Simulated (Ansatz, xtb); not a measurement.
## Relaxing a trial structure of BH5PSi+

The starting geometry of this gas-phase singlet was built from a drawn formula by distance geometry and a force field; its bonds are those of `B1[SiH2][PH2+]1`.

```xyz
8

B    -0.7110   -0.4118    1.2180
P     1.1362   -0.6869    1.8653
Si    0.5689   -1.4687    0.0856
H    -1.7830    0.0218    1.4014
H     0.2501   -2.9399    0.0948
H     1.0004   -0.7371   -1.0994
H     1.8882    0.5043    1.8499
H     1.1596   -1.5277    2.9934
```

Question: Predict what it relaxes into with r2SCAN-D4/def2-SVP.

Answer: A bond breaks, leaving `[SiH2+]BP`. Contacts that open: P2–Si3 (2.02 → 3.12 Å).

The energy falls by 1.14 eV over 34 steps:

| step | E − E(last) (eV) |
| --- | --- |
| 1 | 1.141 |
| 5 | 0.346 |
| 8 | 0.345 |
| 12 | 0.318 |
| 16 | 0.170 |
| 19 | 0.077 |
| 23 | 0.024 |
| 27 | 0.002 |
| 30 | 0.000 |
| 34 | 0.000 |

Final geometry (Å):

```xyz
8

B    -0.3264   -0.9987    1.4014
P     0.9973   -0.2544    2.3306
Si    0.1907   -1.5293   -0.3991
H    -1.4140   -1.1381    1.8838
H    -0.7159   -2.1729   -1.3810
H     1.5681   -1.3145   -0.9129
H     2.2998   -0.0584    1.8317
H     0.9098    0.2202    3.6547
```

From the same start GFN2-xTB reaches the same bonding as this run.

The end wasn't checked by frequencies. Run with Ansatz 0.2.0, 42 s on 1 thread of Intel(R) Xeon(R) 6975P-C (Granite Rapids), on a shared host.
